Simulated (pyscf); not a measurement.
Structures and frequencies: ωB97X-D3(BJ)/def2-SVP in PySCF. MP2 and CC: frozen core, UHF for open shells. ΔMP2 is the change of the MP2 total energy from the triple- to the quadruple-zeta basis.

Estimate by transition-state theory (the high-pressure limit) the rate constant of H₂B–NH–SiH₃ → HB=NH + silane (SiH₄) (singlet surface; B–H, N–Si broken, H–Si formed) at 900 K, with CCSD(T)/def2-TZVPP + ΔMP2(QZVPP) energies (ideal gas, 1 atm, RRHO with modes under 100 cm⁻¹ raised to 100, one conformer, R ln 2 for rigid chiral ones; no tunnelling).

The electronic barrier is 60.0 kcal/mol and the thermal terms add -1.8, so ΔG‡ = 58.1 kcal/mol. With k_BT/h = 1.88e+13 s⁻¹ and RT = 1.788 kcal/mol, k = 1.4e-01 s⁻¹, a half-life of 4.8e+00 s through this channel alone. Wigner's tunnelling factor for 423i cm⁻¹ would be 1.02. A shift of 1 kcal/mol in the barrier changes k by a factor 1.7. This is the saddle that the search found; another between the same sides may lie lower. The CCSD(T) − MP2 part came from Ansatz, without density fitting, on the same reference.
